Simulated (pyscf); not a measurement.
A first-order saddle from PySCF, ωB97X-D3(BJ)/def2-SVP:

```xyz
10

N      0.0061     0.6463     0.3200
W     -1.4891     0.0760    -0.7126
F     -1.0720    -1.7350    -0.7088
F     -2.7466    -0.3904    -2.0102
F     -2.4162    -0.2235     0.8568
F     -2.3124     1.7418    -0.7830
F     -0.3023     0.4556    -2.0910
H     -0.2245     0.6465     1.7658
H      0.9557     1.0188     0.2934
H     -0.2474     0.7469     2.5893
```
Charge 0, spin multiplicity 2.

Surface: doublet, charge 0. Lowest wavenumbers (cm⁻¹): 755i, 86, 90, 175, 182.

Which two sides does it connect, and which bonds change?

H₂N–W(F)(F)(F)(F)–F (SMILES [NH2][W]([F])([F])([F])([F])[F]) + H• (SMILES [H]) <-> [HN–W(F)(F)(F)(F)–F]• (SMILES [NH][W]([F])([F])([F])([F])[F]) + H₂ (SMILES [H][H]), a hydrogen abstraction read from left to right: H–N broken and H–H formed. At ωB97M-D3(BJ)/def2-TZVP it lies +80.6 kJ/mol from the left side and +26.1 kJ/mol from the right (each side as separated species at their lowest minima found). One saddle was located; it need not be the lowest between these sides. The angle at the transferred H is 170°. Open-shell species with a d-block atom are single-reference here; other states, and whether the spin sits on metal or ligand, were not checked. Elements past Kr carry the def2 core potentials, without spin-orbit coupling.
